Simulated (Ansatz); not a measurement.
Hf (hcp): energy against volume

Method: DFT, RPBE, plane waves (420 eV) with PAW, scalar-relativistic in Ansatz 0.2.0. (PAW data from PBE, frozen cores regenerated.)

The cell is scaled uniformly from the relaxed one, with fractional coordinates and shape fixed. Energies are extrapolated to zero smearing, pressures are those at the given smearing. Magnetic state: spin not included.

A Birch-Murnaghan fit gives V₀ = 23.14 Å³/atom, B₀ = 102 GPa, B₀′ = 3.4.

Problem. What are the energy above the minimum and the pressure at 20.387 Å³/atom?

Solution. 125.1 meV/atom and 16.05 GPa as computed.

Problem. What are the energy above the minimum and the pressure at 22.240 Å³/atom?

Solution. 11.7 meV/atom and 4.40 GPa as computed.

Problem. What are the energy above the minimum and the pressure at 24.093 Å³/atom?

Solution. 11.8 meV/atom and -3.76 GPa as computed.
